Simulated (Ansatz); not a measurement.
# Band gap of some III–V compounds

Method: LDA (plane waves, PAW; Ansatz, a program for electronic structure). References are measured gaps from which a computed or estimated zero-point shift was taken out, by their sources or here, so that they lie as a rule above the printed measurements.

Values in eV.

| solid | reference | LDA | error (eV) |
|---|---|---|---|
| zinc-blende BP | 2.2 (2.20–2.50) | 1.18 | -1.02 |
| zinc-blende AlP | 2.54 | 1.45 | -1.09 |
| wurtzite GaN | 3.68 | 1.91 | -1.77 |
| wurtzite AlN | 6.51 | 4.22 | -2.29 |
| zinc-blende InP | 1.47 | 0.46 | -1.01 |
| zinc-blende GaP | 2.43 | 1.44 | -0.99 |

Over these 6 solids the mean error is -1.36 eV, the mean absolute error 1.36 eV (median 1.06 eV), and the worst case wurtzite AlN at -2.29 eV; the value is below the reference in 6 of 6 cases.

Brackets give the range of our sources, which can hold other temperatures.

Differences are worked out from the printed values.

Density-functional gaps are differences of (generalised) Kohn–Sham levels of a static lattice; semilocal ones lie below quasiparticle gaps as a rule. Measured gaps hold zero-point and thermal shifts unless a correction is named.

Levels without +SOC have no spin–orbit coupling; where heavier elements are present it shifts gaps, mostly down, and can invert bands. Cells: LDA at the measured cell. Ansatz's density-functional and Hartree–Fock values are scalar-relativistic unless marked +SOC, with PAW data made under PBE.

Not in this set, of the III–V compounds with a reference value in our tables and a result at some level: 5 for spin–orbit coupling left out (zinc-blende AlAs, zinc-blende GaAs, zinc-blende GaSb, zinc-blende InAs, zinc-blende InSb); 2 for a reference of another kind, counted apart (zinc-blende AlN, cubic BN); 1 for sources at odds (zinc-blende BAs); 1 for another kind of cell (zinc-blende GaN). These can be a level's worst cases. At least 3 more with a reference value are held back for tests. Without +SOC, gaps count where the solid holds none of Ge, As, Se, Br, Sn, Sb, Te, I or the elements past barium, or holds Ge, As, Se or Br with a gap over 4 eV. Layered and molecular crystals are counted apart.

References as tabulated in, or derived from, Chen et al. (2018), doi:10.1103/physrevmaterials.2.073803; X. Ren, F. Merz, H. Jiang et al., All-electron periodic G0W0 implementation …; Feneberg et al. (2010), doi:10.1103/physrevb.82.075208.
